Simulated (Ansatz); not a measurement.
Two isomers of C2H3NO2: A = `NC(=O)C=O`, B = `N#COCO`.

Program: Ansatz. Geometries: PBE0-D4/def2-TZVP. ΔE: electronic, gas phase. CCSD(T)/CBS adds triple-zeta CCSD(T) − MP2 to the extrapolated MP2 energy (def2 sets, frozen cores). DFT in def2-TZVPP. B3LYP here is the variant with VWN-RPA as its local correlation; programs differ in this. One conformer a species, not always the lowest.

**Question.** Which is lower in electronic energy at CCSD(T)/CBS, and by how much? (Best estimate.)

**Answer.** Computed: A, by 30.0 kcal/mol.

**Question.** Give E(B) − E(A) in kcal/mol with PBE0-D4, B3LYP-D4, HF/def2-TZVPP, BLYP-D4, MP2/def2-TZVPP, r2SCAN-D4, ωB97M-V. (Estimate.)

**Answer.** Computed: PBE0-D4 33.8, B3LYP-D4 33.0, HF/def2-TZVPP 29.0, BLYP-D4 33.5, MP2/def2-TZVPP 28.6, r2SCAN-D4 33.9, ωB97M-V 31.9. None reverses the order clearly.

**Question.** Does the order hold for the free energy at 298.15 K (harmonic terms from PBE0-D4)? (Estimate.)

**Answer.** Ansatz gave: Yes: G(B) − G(A) = +29.8 kcal/mol, for one conformer each. Modes under 60 cm⁻¹, often nearly free rotors, make the harmonic entropy too high.

Largest T1 diagnostic: 0.016.

At CCSD(T), def2-SVP lies +2.4 kcal/mol from the extrapolated value and def2-TZVPP −1.1 kcal/mol. From r2SCAN to r2SCAN0 (25 % exact exchange), in def2-TZVPP and without D4, E(B) − E(A) moves by −0.8 kcal/mol.
